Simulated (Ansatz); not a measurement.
# Relaxing Na

Method: Ansatz 0.2.0, DFT r2SCAN, scalar-relativistic, plane waves, PAW. Cutoff 500 eV, Γ-centred k mesh, Gaussian smearing, no spin polarisation in the final step.

The start puts Na on the simple hexagonal structure type (P6/mmm, No. 191), at a guessed volume.

```
Na
1.0
     3.59330    0.00000    0.00000
    -1.79665    3.11189    0.00000
     0.00000    0.00000    3.35749
Na
1
Direct
  0.00000 0.00000 0.00000
```

Cell and atoms relax at zero pressure; the relaxation can't lower the symmetry of the start.

Energies count from the standard state of Na at the same level.

Question: Describe the relaxed structure.

Answer: It keeps P6/mmm (No. 191). The result has the simple hexagonal structure. Conventional cell: a = 3.635 Å, c = 3.388 Å. Around Na lie 2 Na at 3.39 Å and 6 Na at 3.63 Å.

```cif
data_structure
_symmetry_space_group_name_H-M 'P6/mmm'
_symmetry_Int_Tables_number 191
_cell_length_a 3.6346
_cell_length_b 3.6346
_cell_length_c 3.3881
_cell_angle_alpha 90.000
_cell_angle_beta 90.000
_cell_angle_gamma 120.000
_cell_volume 38.76
loop_
_atom_site_label
_atom_site_type_symbol
_atom_site_symmetry_multiplicity
_atom_site_Wyckoff_symbol
_atom_site_fract_x
_atom_site_fract_y
_atom_site_fract_z
_atom_site_occupancy
Na1 Na 1 a 0.00000 0.00000 0.00000 1
```

Question: What are its volume, energy, density and gap?

Answer: The volume per atom is 38.76 Å³ and the density is 0.98 g/cm³. The energy over the standard structure is 0.07 eV/atom. The gap on the 18×18×16 mesh is 0 eV (a metal).

The final run used a 18×18×16 mesh on its 1-atom cell and 0.10 eV smearing. For metals, differences of a few meV/atom aren't resolved. Symmetry constrained the relaxation, so the result can be a saddle point.

This form isn't the element's structure at ambient conditions.